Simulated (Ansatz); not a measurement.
**SnH⁻, singlet: the ladder up to full CI**

Geometry: a PBE0/def2-TZVPD stationary point for this spin. The triplet lies 0.6 eV lower here.

```xyz
2

Sn    0.0000    0.0000    0.0000
H     0.0000    0.0000    1.8060
```

Basis def2-TZVPD with its core potentials; Ansatz 0.2.0. Only valence electrons are correlated (noble-gas cores and the filled d shells of p-block atoms frozen), which leaves 6 electrons in 56 orbitals. Prefix R: restricted or restricted open-shell reference; prefix U: unrestricted. Active spaces: valence = (6e, 5o) chosen from the atoms' valence shells. No spin–orbit coupling is included; scalar relativity enters through the core potentials alone.

Full CI is exact within this basis and frozen core; it isn't the basis-set limit. The frozen core follows each run's orbitals, which can shift R against U totals by a few meV for light atoms and by up to 0.1 eV past Ca.

The determinant fills πx and πy unequally, so it is a mixture of Σ and Δ, which weighs on every level built on one determinant.

The UHF ⟨S²⟩ is 1.036, the T1 diagnostic (RCCSD) is 0.0150 and the largest doubles amplitude (RCCSD) is 0.264.

```json
{"level": "RHF", "E − E(full CI) (meV)": "3416", "share of correlation (%)": "0.00", "wall time": "–"}
{"level": "RMP2", "E − E(full CI) (meV)": "967", "share of correlation (%)": "71.69", "wall time": "–"}
{"level": "CISD", "E − E(full CI) (meV)": "494", "share of correlation (%)": "85.55", "wall time": "1.8 s"}
{"level": "RCCSD", "E − E(full CI) (meV)": "303", "share of correlation (%)": "91.14", "wall time": "–"}
{"level": "RCCSD(T)", "E − E(full CI) (meV)": "153", "share of correlation (%)": "95.52", "wall time": "1.7 s"}
{"level": "BCCD(T)", "E − E(full CI) (meV)": "153", "share of correlation (%)": "95.51", "wall time": "2.3 s"}
{"level": "RCCSDT*", "E − E(full CI) (meV)": "25", "share of correlation (%)": "99.26", "wall time": "–"}
{"level": "RCCSDT(Q)*", "E − E(full CI) (meV)": "-7", "share of correlation (%)": "100.20", "wall time": "9.5 s"}
{"level": "RCCSDTQ*", "E − E(full CI) (meV)": "0", "share of correlation (%)": "99.99", "wall time": "9.5 s (H100)"}
{"level": "CASSCF (valence space)", "E − E(full CI) (meV)": "2557", "share of correlation (%)": "25.13", "wall time": "–"}
{"level": "NEVPT2 (valence space)", "E − E(full CI) (meV)": "710", "share of correlation (%)": "79.23", "wall time": "2.5 s"}
{"level": "MRCISD (valence space)", "E − E(full CI) (meV)": "177", "share of correlation (%)": "94.83", "wall time": "–"}
{"level": "MRCISD+Q (valence space)", "E − E(full CI) (meV)": "-9", "share of correlation (%)": "100.28", "wall time": "2.5 s (H100)"}
```

An asterisk marks runs whose energy the program itself flagged as in doubt.

The correlation energy at full CI, counted from RHF, is -3.416 eV. That run took 30 s on 2 threads of AMD EPYC 7R13 with a shared H100 80 GB, shared host over 192,406,300 determinants.

Run but not shown, since their state, orbitals or frozen core can't be matched to the reference's or they repeat it: UHF, UMP2, UCCSD, UCCSD(T), UCCSDT, UCCSDT(Q).

Times hold each run's SCF and search for its determinant on a shared host, so for small cases they say little of a method's own cost; rows without a card ran on 1 thread of AMD EPYC 7R13.

More than 5 meV below full CI, which no variational method can be: RCCSDT(Q), MRCISD+Q (valence space).

Unrestricted levels hold only the spin's projection, and here they fall towards a lower state of higher spin.

The full-CI state has the irrep A1 of C2v, in the program's axes (one component, if the state is degenerate).

Natural occupations of full CI about the gap: 1.948 1.914 1.025 0.923 0.047 0.023 0.016 0.016 0.014 0.012; effectively unpaired electrons, Σ n²(2−n)², 2.04. No single determinant describes this state well, so single-reference rows can miss without a flag.
